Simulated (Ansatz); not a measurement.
**BH2, doublet along the distance B1-H2**

Starting geometry (PBE0/def2-TZVP stationary point for this spin, not checked as a minimum):

```xyz
3

B     0.0000   -0.0800    0.0000
H     0.0000    0.4291   -1.0770
H     0.0000    0.4291    1.0770
```

From there H2 moves along the line of the two atoms named below, all else staying in place; atoms are numbered as listed. Energies are in kcal/mol, counted from the starting geometry at the same level. Kohn–Sham curves are unrestricted where that lies lower.

Basis aug-cc-pVDZ; Ansatz 0.2.0. Correlated methods freeze the noble-gas cores.

Unrestricted Kohn–Sham rows aren't spin-pure: their determinants' ⟨S²⟩ exceeds S(S+1) by up to 0.40, so they mix in states of higher spin.

In so small a basis the reference is far from its limit while semilocal and hybrid functionals are nearer theirs (RPA and double hybrids share much of the reference's basis error), so the functionals' errors here hold much of the reference's basis and frozen-core error, which can add to them or hide them.

Full CI is exact within this basis and frozen core; it isn't the basis-set limit.

```csv
distance B1-H2 (Å),full CI,PBE,BLYP,r2SCAN,B97M-V,PBE0,B3LYP,wB97M-V,B2PLYP,RPA-PBE
0.962,25.0,25.0,24.1,24.2,23.0,24.4,23.6,23.2,23.7,25.8
1.075,5.7,5.8,5.5,5.4,4.9,5.5,5.2,5.0,5.1,6.2
1.191,0.0,0.0,0.0,0.0,0.0,0.0,0.0,0.0,0.0,0.0
1.340,4.0,3.6,3.9,4.3,4.4,4.3,4.4,4.7,4.6,3.4
1.487,13.9,13.2,13.5,14.5,14.4,14.6,14.7,15.1,15.2,12.9
1.619,24.8,23.8,24.0,25.8,25.2,26.0,25.9,26.6,26.7,23.4
1.933,50.1,49.5,48.8,52.7,50.6,53.4,52.3,54.0,54.3,48.2
2.152,63.9,64.5,62.8,67.7,65.3,68.9,67.0,69.4,69.6,62.2
2.646,78.5,83.1,80.4,84.1,82.7,85.2,83.4,83.3,84.1,78.3
3.291,80.2,88.5,86.4,90.8,87.4,89.4,88.4,85.0,87.6,78.9
4.139,80.3,89.3,87.5,92.7,87.5,90.1,89.3,84.8,88.3,78.3
```

(1) Judged by the spread of the error over the points with a reference (largest less smallest), which of these follows full CI best and which worst?

Answers

(1) Subtracting the full CI column from each: best RPA-PBE (errors from -2.0 to 0.8, spread 2.8 kcal/mol), worst r2SCAN (from -0.9 to 12.4, spread 13.3 kcal/mol). Functionals and wave-function methods converge differently with the basis, so part of this is basis effect.
